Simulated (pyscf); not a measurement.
## Addition: H₂C=NH (SMILES C=N) + CH₃• (SMILES [CH3]) -> H₃C–CH₂–NH• (SMILES CC[NH])

Gas phase, doublet surface, charge 0. Bonds broken: none. Bonds formed: C1–C6. Optimised with ωB97X-D3(BJ)/def2-SVP in PySCF. MP2 and CC: frozen core, UHF for open shells. ΔMP2 is the change of the MP2 total energy from the triple- to the quadruple-zeta basis.

Transition state (Å):

```xyz
9

C     -1.3524    -0.4209    -0.1237
N     -1.1124    -0.2392     1.1328
H     -0.8876    -1.2137    -0.7368
H     -2.2488     0.0466    -0.5583
H     -0.3146    -0.8200     1.4161
C     -0.0787     1.1136    -1.2087
H      0.9264     0.7575    -0.9671
H     -0.4309     0.9566    -2.2330
H     -0.4224     2.0111    -0.6891
```

One imaginary mode, 440i cm⁻¹; descent along it reached the two sides named.

| bond | change | reactant side (Å) | saddle | product side |
|---|---|---|---|---|
| C1–C6 | forms | 4.2 | 2.270 | 1.532 |

Electronic energies relative to the separated reactants (eV):

```
level                             barrier  reaction energy  reverse barrier
--------------------------------  -------  ---------------  ---------------
ωB97X-D3(BJ)/def2-TZVP               0.17            -1.20             1.37
PBE/def2-TZVP                        0.06            -1.09             1.15
r²SCAN/def2-TZVP                     0.09            -1.12             1.21
B3LYP-D3(BJ)/def2-TZVP               0.12            -1.04             1.16
PBE0-D3(BJ)/def2-TZVP                0.10            -1.26             1.36
M06-2X/def2-TZVP                     0.20            -1.10             1.30
ωB97M-D3(BJ)/def2-TZVP               0.20            -1.08             1.28
HF/def2-TZVP                         0.44            -0.97             1.40
MP2/def2-QZVPP                       0.60            -0.96             1.56
CCSD/def2-TZVPP                      0.31            -1.01             1.32
CCSD(T)/def2-TZVPP                   0.27            -0.99             1.26
CCSD(T)/def2-TZVPP + ΔMP2(QZVPP)     0.26            -1.00             1.27
```

With CCSD(T)/def2-TZVPP + ΔMP2(QZVPP) energies and thermal terms (ideal gas, 1 atm, RRHO with modes under 100 cm⁻¹ raised to 100, one conformer, R ln 2 for rigid chiral ones), in eV:

```
T (K)   ΔH‡   ΔG‡     ΔH     ΔG
-----  ----  ----  -----  -----
298    0.32  0.74  -0.84  -0.41
600    0.33  1.16  -0.85  +0.04
900    0.35  1.56  -0.82  +0.47
1200   0.37  1.97  -0.78  +0.90
```

H₃C–CH₂–NH• lies 0.39 eV over its isomer H₃C–CH•–NH₂, and others may lie lower still (electronic energy, ωB97M-D3(BJ)). One saddle was located; it need not be the lowest between these sides. The CCSD(T) − MP2 part came from Ansatz, without density fitting, on the same reference. A UHF reference is spin-contaminated (<S²> up to 0.97), which harms MP2 most.
